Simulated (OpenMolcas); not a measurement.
Worked example: vertical energy of the singlet above the triplet of BNH2 (SMILES B[N])

BNH2: 4 atoms, total charge 0, spin state triplet. As SMILES, `B[N]`. Geometry: relaxed at GFN2-xTB.

Both states at this one shape; open shells run unrestricted unless said. 1 Eh = 27.2114 eV.

```
         level     program  triplet BNH2 (Eh)  singlet BNH2 (Eh)
    UHF/STO-3G  OpenMolcas         -79.187176         -79.168283
UM06-2X/STO-3G  OpenMolcas         -79.611894         -79.639397
  UPBE0/STO-3G  OpenMolcas         -79.522377         -79.549072
```

Work out the vertical gap, second state less first, at each level.


1. UHF/STO-3G: -79.168283 − (-79.187176) = 0.018893 Eh = 0.51 eV.
2. UM06-2X/STO-3G: -79.639397 − (-79.611894) = -0.027503 Eh = -0.75 eV.
3. UPBE0/STO-3G: -79.549072 − (-79.522377) = -0.026695 Eh = -0.73 eV.

No measured value is set beside it here; the levels span -0.75 to 0.51 eV. Hartree–Fock favours the state with fewer electron pairs, since it lacks pair correlation. Minimal sets are far from the basis-set limit.
